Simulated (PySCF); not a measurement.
Nitrosyl fluoride, FNO.
Cartesian coordinates in Å at the PBE0-D3(BJ)/def2-SVP level; atoms count from 1:
```
atom  x, y, z in Å
O1    -0.3978    0.8989   -0.2890
N2     0.4547    0.1757   -0.0853
F3    -0.0553   -1.1085    0.3556
```

The calculation used PySCF 2.14.0, PBE0-D3(BJ)/def2-SVP geometry optimisation, gas phase.

Masses are those of the commonest isotopes; rigid-rotor values at the optimised geometry. 

(1) What are A, B and C (cm⁻¹)?

(2) Classify the top.

(3) Predict some low-J microwave lines.

Answers

(1) Ia = 5.09, Ib = 40.53, Ic = 45.62 u·Å²; 505379 MHz·u·Å²/I gives 99265, 12469 and 11078 MHz, that is A = 3.31112, B = 0.41594, C = 0.36952 cm⁻¹.

(2) A near-prolate asymmetric top: κ = (2 × 12469 − 99265 − 11078)/(99265 − 11078) = -0.97.

(3) The dipole components are |μa| = 0.95 D, |μb| = 0.25 D, |μc| = 0.00 D; the mirror of this Cs structure is the ab plane, so μc vanishes by symmetry and there are no c-type lines. The squared components, which scale the intensities, stand as 1.00 : 0.07 (a : b). Some lines, for components of 0.1 D or more:

| type | branch | J(Ka,Kc) | MHz | lower level (cm⁻¹) |
| --- | --- | --- | --- | --- |
| a | Q | 1(1,0) ← 1(1,1) | 1392 | 3.681 |
| a | Q | 2(1,1) ← 2(1,2) | 4175 | 5.205 |
| a | R | 2(1,2) ← 1(1,1) | 45703 | 3.681 |
| a | R | 2(1,1) ← 1(1,0) | 48486 | 3.727 |
| a | R | 3(1,3) ← 2(1,2) | 68544 | 5.205 |
| a | R | 3(0,3) ← 2(0,2) | 70576 | 2.356 |
| a | R | 3(2,2) ← 2(2,1) | 70642 | 14.030 |
| a | R | 3(2,1) ← 2(2,0) | 70708 | 14.030 |
| b | Q | 1(1,0) ← 1(0,1) | 88187 | 0.785 |
| b | Q | 2(1,1) ← 2(0,2) | 89595 | 2.356 |
| b | Q | 3(1,2) ← 3(0,3) | 91738 | 4.710 |
| b | R | 1(1,1) ← 0(0,0) | 110343 | 0.000 |
| b | R | 2(1,2) ← 1(0,1) | 132498 | 0.785 |
| b | R | 3(1,3) ← 2(0,2) | 153965 | 2.356 |
| b | Q | 3(2,1) ← 3(1,2) | 258392 | 7.770 |
| b | Q | 2(2,0) ← 2(1,1) | 260403 | 5.344 |
| b | Q | 3(2,2) ← 3(1,3) | 266659 | 7.492 |
| b | R | 2(2,1) ← 1(1,0) | 308872 | 3.727 |
| b | R | 2(2,0) ← 1(1,1) | 310281 | 3.681 |
| b | R | 3(2,2) ← 2(1,1) | 331028 | 5.344 |
| b | Q | 3(3,0) ← 3(2,1) | 437383 | 16.389 |
| b | R | 3(3,1) ← 2(2,0) | 508092 | 14.030 |

No PBE0-D3(BJ)/def2-SVP frequencies stand behind this structure, so it isn't proved a minimum. Zero-point vibration and centrifugal distortion are left out. Quadrupole hyperfine structure (14N) is left out.

On an Intel Xeon Platinum 8488C with one thread, no GPU, shared host, this took 3.9 s wall and 0.26 GiB of memory at its peak. This is the geometry optimisation.
